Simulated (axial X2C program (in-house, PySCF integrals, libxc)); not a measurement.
**Low determinants of SiC⁺ at the PBE0 level, without spin–orbit coupling**

Calculated with an in-house relativistic program for diatomic molecules. Spin-free means the one-electron spin-free X2C Hamiltonian. Basis: Si dyall-v3z [8s7p2d1f], C dyall-v3z [7s6p2d1f] (cores contracted in-house); Gaussian nuclei, density fitting, unrestricted open shells. Masses: Si 27.977 u, C 12.000 u.

Search at 1.826 Å (vertical energies from the lowest determinant):

```tsv
ΔE (eV)	state	electrons beyond evenly filled partner blocks	electrons in σ, π, δ, φ
0.00	M_S = 3/2, Λ = 0	σα, π+α, π-α	13 6 0 0
0.61	M_S = 1/2, Λ = 0	σβ, π+α, π-α	13 6 0 0
1.33	M_S = 1/2, Λ = 0	σα, π+β, π-α	13 6 0 0
1.33	M_S = 1/2, Λ = 2	σα, π+α, π+β	13 6 0 0
1.90	M_S = 1/2, Λ = 1	π+α	14 5 0 0
1.98	M_S = 1/2, Λ = 1	π+α, π+β, π-α	12 7 0 0
3.87	M_S = 3/2, Λ = 1	2 × σα, π+α, π+β, π-α	12 7 0 0
```

Lowest determinant, M_S = 3/2, Λ = 0 (beyond evenly filled blocks: σα, π+α, π-α): Re = 1.822 Å, ωe = 836.6 cm⁻¹.

The determinant in row 2 of the search, M_S = 1/2, Λ = 0 (beyond evenly filled blocks: σβ, π+α, π-α), was followed along the bond at PBE0; measured from the minimum of the lowest determinant it gives:

Te = 0.608 eV (4906 cm⁻¹), Re = 1.828 Å, ωe = 821.2 cm⁻¹.

Question: Compare the bond of the determinant in row 2 with that of the lowest one.

Answer: At PBE0 its Re is 0.006 Å longer and its force constant, which goes as ωe², is 0.96 times that of the lowest determinant. This determinant mixes spin states, so it has no term energy of its own.

The search compares states at one distance, so a state with another bond length can lie lower; it is not exhaustive and yields mostly the lowest determinant of each block pattern, so other components and higher states of one pattern are missing. These are energies of single determinants, not of spin-adapted states; PBE0 term energies can be off by some tenths of an eV, and the functional has no current term. Row 2 is spin-contaminated (⟨S²⟩ = 1.78 against 0.75), so its values are not those of a pure state.
